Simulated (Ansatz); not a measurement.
Cartesian coordinates (Å):
SMILES: ClB(Cl)Cl
```xyz
4

Cl    -0.8384     1.5213     0.0002
B      0.0000     0.0000    -0.0001
Cl    -0.8983    -1.4868    -0.0002
Cl     1.7368    -0.0346     0.0001
```
Charge 0, spin multiplicity 1.

All values below come from Ansatz (a quantum-chemistry and plane-wave program) with frozen-core CCSD(T)/cc-pVTZ // PBE0-D4/def2-TZVP.

```json
{
  "HF energy": "-1403.37526 Ha",
  "MP2 correlation energy": "-0.65854 Ha"
}
```

Q: Estimate the CCSD correlation energy, the (T) correction, the total energy and the T1 diagnostic.

A: 
```
Property                         Result
-----------------------  --------------
CCSD correlation energy     -0.70153 Ha
(T) correction              -0.03172 Ha
CCSD(T) total energy     -1404.10850 Ha
T1 diagnostic                     0.011
```
